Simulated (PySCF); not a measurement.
**Core-level binding energies of `[CH3][AlH][F]`**

Compound: CH4AlF.
SMILES with atom numbers: `[CH3:1][AlH:2][F:3]`

Computed with delta-SCF UKS SCAN, pcX-2 on the ionised atom, pcseg-1 elsewhere, spin-free X2C in PySCF. Vertical ΔSCF values, vacuum level as zero.

Task: What binding energy does each computed site have?

Result: 
```json
{"atom(s)": "Al2", "environment": "aluminium bonded to C, F and H", "level": "Al 1s", "binding energy (eV)": "1567.81", "count": "1"}
{"atom(s)": "F3", "environment": "fluorine bonded to Al", "level": "F 1s", "binding energy (eV)": "691.43", "count": "1"}
{"atom(s)": "C1", "environment": "methyl carbon", "level": "C 1s", "binding energy (eV)": "290.23", "count": "1"}
```

Task: Express the binding energy of F 1s of F3 in atomic units and per mole.

Result: 691.43 eV = 25.4096 Eh = 66713 kJ/mol.

Task: Which photon energy gives electrons from F 1s of F3 a kinetic energy of 20 eV, and what is their de Broglie wavelength?

Result: hν = 691.43 + 20 = 711.43 eV, recoil neglected; λ = 12.264 Å/√(E/eV) = 2.74 Å.

Geometry: PBE0-D3(BJ)/def2-SVP; no solvent, vibrations or thermal averaging.
